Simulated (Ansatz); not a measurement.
# C3H2S (SMILES C1=CSC=1): single points off equilibrium

The task here is to estimate one member of a computed series from the others.

The runs use Ansatz 0.2.0, Gaussian basis; single points in def2-TZVPP.

Correlated methods freeze the cores.

**The starting structure**

6 atoms, charge 0, spin multiplicity 1.

Atoms are counted from 1 here; the program's logs count them from 0.

Bond lengths: C1–C2 1.297 Å, C1–C4 1.266 Å, C2–S3 1.870 Å, C2–H5 1.148 Å, S3–C4 1.881 Å, C4–H6 1.067 Å. Angles: C2–C1–C4 133.0°, C1–C2–S3 74.4°, C1–C2–H5 134.7°, S3–C2–H5 119.4°, C2–S3–C4 77.6°, C1–C4–S3 74.6°, C1–C4–H6 147.0°, S3–C4–H6 122.7°.

As a file:

```xyz
6

C     0.5470    0.2781    0.1927
C     0.6282   -0.3335   -0.9479
S    -1.1301   -0.5877   -0.3649
C    -0.4209    0.5335    0.9682
H     1.2258   -1.2302   -1.3427
H    -0.9998    1.2829    1.4596
```

The first run:

File run/in.yaml:

```yaml
crystal:
  periodic: [false, false, false]
  atoms:
    - {symbol: C, position_ang: [0.547000, 0.278100, 0.192700]}
    - {symbol: C, position_ang: [0.628200, -0.333500, -0.947900]}
    - {symbol: S, position_ang: [-1.130100, -0.587700, -0.364900]}
    - {symbol: C, position_ang: [-0.420900, 0.533500, 0.968200]}
    - {symbol: H, position_ang: [1.225800, -1.230200, -1.342700]}
    - {symbol: H, position_ang: [-0.999800, 1.282900, 1.459600]}
basis:
  gaussian: {orbitals: def2-TZVPP}
correlation: {method: ccsd_t}
output: {forces: true}
```

The command line of these runs was not kept.

Steps of the session up to this table: CCSD(T)/def2-TZVPP; PBE0-D4/def2-TZVPP; wB97M-V/def2-TZVPP; r2SCAN-D4/def2-TZVPP; PBE-D4/def2-TZVPP; CAM-B3LYP-D4/def2-TZVPP; revPBE-D4/def2-TZVPP.

One of the session's tables, all rows but one given; the rest of the session is left out.

```
      method  RMS force component (eV/Å)  angle to CCSD(T) forces (°)  dipole (D)
     CCSD(T)                       1.748                    reference        0.54
     PBE0-D4                       1.483                          9.9        0.55
     wB97M-V                           ?                            ?           ?
   r2SCAN-D4                       1.557                          6.1        0.54
      PBE-D4                       1.616                          3.7        0.50
CAM-B3LYP-D4                       1.374                         10.8        0.58
   revPBE-D4                       1.704                          3.7        0.51
```

**Question.** Estimate the row for wB97M-V.

The run gave: RMS force component (eV/Å): 1.470; angle to CCSD(T) forces (°): 8.4; dipole (D): 0.58. In the column «RMS force component (eV/Å)» it lies between CAM-B3LYP-D4 (1.374) and PBE0-D4 (1.483).
